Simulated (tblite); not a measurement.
Compound: C4H4NP.
SMILES: `c1cncpc1`

Computed values, GFN2-xTB/tblite, gas phase, harmonic and unscaled. The method is semi-empirical: single wavenumbers can be off by several per cent or more.

Harmonic wavenumbers (cm⁻¹): 197.3, 307.8, 447.1, 524.9, 619.3, 706.3, 803.2, 821.9, 841.6, 886.5, 894.1, 918.8, 1072.5, 1157.3, 1213.1, 1257.9, 1344.2, 1367.4, 1491.5, 1531.3, 2995.0, 3027.1, 3046.7, 3060.5.

A = 5355, B = 3623, C = 2161 MHz; mass 97.008 u (most abundant isotopes); point group Cs, symmetry number 1.

**Question.** Zero-point energy?

**Answer.** ½Σν̃ = 15267 cm⁻¹ = 182.63 kJ/mol.

**Question.** What is S at 298.15 K and 1 bar for an ideal gas of classical rigid rotors and harmonic oscillators?

**Answer.** Translation 165.91, rotation 110.63, vibration 28.87: S = 305.4 J/(mol K).

**Question.** And Cp and H(298.15 K) − H(0)?

**Answer.** Cp = 85.63 J/(mol K), of which vibrations give 52.37 (their classical limit is 24 R = 199.5); H(298.15 K) − H(0) = 15.67 kJ/mol without the zero-point energy, 5.75 from vibrations.

**Question.** Which modes carry the vibrational entropy at 298.15 K?

**Answer.** 197.3 cm⁻¹: 9.03; 307.8 cm⁻¹: 5.75; 447.1 cm⁻¹: 3.37; 524.9 cm⁻¹: 2.50; 619.3 cm⁻¹: 1.75; 706.3 cm⁻¹: 1.25 J/(mol K); the other 18 give 5.22 together.

**Question.** What must be added to the electronic energy to get the Gibbs energy at 298.15 K and 1 bar?

**Answer.** ZPE + [H(298.15 K) − H(0)] − T·S = 182.63 + 15.67 − 91.06 = 107.24 kJ/mol.

**Question.** How do the functions run with temperature in this model?

**Answer.** 
| T (K) | S (J/(mol K)) | Cp (J/(mol K)) | H − H(0) (kJ/mol) | G − H(0) (kJ/mol) | ln q(vib) |
| --- | --- | --- | --- | --- | --- |
| 50 | 217.4 | 34.3 | 1.67 | -9.20 | 0.00 |
| 100 | 242.9 | 40.6 | 3.53 | -20.76 | 0.07 |
| 373.15 | 326.7 | 104.2 | 22.80 | -99.09 | 1.78 |
| 500 | 360.9 | 130.1 | 37.74 | -142.73 | 3.01 |
| 750 | 420.6 | 163.4 | 74.82 | -240.65 | 5.64 |
| 1000 | 470.6 | 183.3 | 118.34 | -352.23 | 8.26 |

q(vib) and H(0) count from the zero-point level.

Hindered rotation and anharmonicity are outside this model.
